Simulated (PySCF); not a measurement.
# NaB: from constants to spectrum

UHF-CCSD(T) constants of NaB, ³Π (triplet), unpaired electrons σ ↑, π ↑ (PySCF, no relativity, basis sets Na def2-SVPD, B def2-SVPD; masses 22.9898 and 11.0093 u):

- ωe: 325.6 cm⁻¹
- ωexe: 3.41 cm⁻¹
- Be: 0.35551 cm⁻¹
- αe: 0.00477 cm⁻¹
- D (centrifugal): 1.7e-06 cm⁻¹
- De to Na + B: 0.72 eV

(1) Give the vibrational terms G(v) and spacings up to v = 6.

(2) How well does the Morse estimate ωe²/(4ωexe) reproduce De, and what is D0?

Correlated steps freeze 2 core orbitals. Correlated levels converge slowly with the basis: in double zeta they bind strong bonds too weakly, by up to about 1 eV, and carry superposition errors of some tenths. The state is the lowest determinant that a PBE0 search found; another state may lie lower at other levels.

Answers

(1) G(v) = ωe(v+½) − ωexe(v+½)².

```json
{"v": "0", "G(v) (cm⁻¹)": "161.9", "G(v) − G(v−1)": "", "Bv (cm⁻¹)": "0.3531"}
{"v": "1", "G(v) (cm⁻¹)": "480.7", "G(v) − G(v−1)": "318.8", "Bv (cm⁻¹)": "0.3484"}
{"v": "2", "G(v) (cm⁻¹)": "792.7", "G(v) − G(v−1)": "312.0", "Bv (cm⁻¹)": "0.3436"}
{"v": "3", "G(v) (cm⁻¹)": "1097.8", "G(v) − G(v−1)": "305.1", "Bv (cm⁻¹)": "0.3388"}
{"v": "4", "G(v) (cm⁻¹)": "1396.1", "G(v) − G(v−1)": "298.3", "Bv (cm⁻¹)": "0.3340"}
{"v": "5", "G(v) (cm⁻¹)": "1687.6", "G(v) − G(v−1)": "291.5", "Bv (cm⁻¹)": "0.3293"}
{"v": "6", "G(v) (cm⁻¹)": "1972.3", "G(v) − G(v−1)": "284.7", "Bv (cm⁻¹)": "0.3245"}
```

(2) It gives 0.96 eV, 134 % of the computed De. D0 = De − G(0) = 0.72 − 0.02 = 0.70 eV.
